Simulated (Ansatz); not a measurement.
Potential energy surface of H₆, lowest triplet found (which spin is the ground state isn't settled by this scan): regular ring of 6 H atoms, symmetric stretch. Scanned: H-H side.

Calculation: full CI/aug-cc-pVDZ, frozen core (Ansatz, a program for electronic structure).

Scanned values (Å): 0.84, 0.90, 0.96, 1.03, 1.12, 1.23, 1.35, 1.53, 1.71, 1.98, 2.25, 2.61, 3.06.

### Question
Describe the profile: where are the wells and the tops?

### Answer
Lower than their neighbours: 1.23 Å (0.0 kcal/mol). Higher than their neighbours: 0.84 Å (97.8 kcal/mol, end of the scan), 3.06 Å (96.1 kcal/mol, end of the scan). The whole profile spans 97.8 kcal/mol.

The scan ran from 0.63 to 3.06; beyond the range shown the relaxed coordinates jump or full CI changes its symmetry label.
